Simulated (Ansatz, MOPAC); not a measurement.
Barrier height from H + F2 to the transition structure F2H, without zero-point energy, on the benchmark's geometries as Psi4's copy of the set gives them.
Transition structure (charge 0, multiplicity 2):
```tsv
atom	x (Å)	y (Å)	z (Å)
H	0.0000	0.0000	-2.2313
F	0.0000	0.0000	-0.6162
F	0.0000	0.0000	0.8641
```
Reactant (charge 0, multiplicity 1):
```xyz
2

F      0.00000     0.00000     0.00000
F      1.39520     0.00000     0.00000
```

Open shells are unrestricted; no spin–orbit coupling.

Cores are frozen in the correlated methods. CBS: X⁻³ extrapolation of the correlation energy, Hartree–Fock from the larger set. The state that AM1 reach isn't checked.

The values were computed with Ansatz (Gaussian orbitals); MOPAC for AM1 (differences of heats of formation). Each number belongs to the level named beside it.

```csv
level,barrier height (kcal/mol)
AM1,-2.51
PBE/def2-TZVPPD,-9.55
r2SCAN/def2-TZVPPD,-9.52
PBE0/def2-TZVPPD,-4.11
MP2/aug-cc-pVTZ,28.90
CCSD(T)/aug-cc-pVDZ,0.55
"MP2/CBS(aug-cc-pVTZ, aug-cc-pVQZ) + ΔCCSD(T)/aug-cc-pVTZ",2.67
CCSDT/cc-pVDZ,[?]
CCSDT(Q)/cc-pVDZ,2.71
```

Complete the blanks.


- CCSDT/cc-pVDZ, barrier height (kcal/mol): 2.61

Doubts at one or more of the structures used: a spin-contaminated determinant (MP2/aug-cc-pVTZ, CCSD(T)/aug-cc-pVDZ, MP2/CBS(aug-cc-pVTZ, aug-cc-pVQZ) + ΔCCSD(T)/aug-cc-pVTZ, CCSDT/cc-pVDZ, CCSDT(Q)/cc-pVDZ); T1 above 0.05 (CCSD(T)/aug-cc-pVDZ, MP2/CBS(aug-cc-pVTZ, aug-cc-pVQZ) + ΔCCSD(T)/aug-cc-pVTZ, CCSDT/cc-pVDZ, CCSDT(Q)/cc-pVDZ).

Ansatz is a first-principles code.
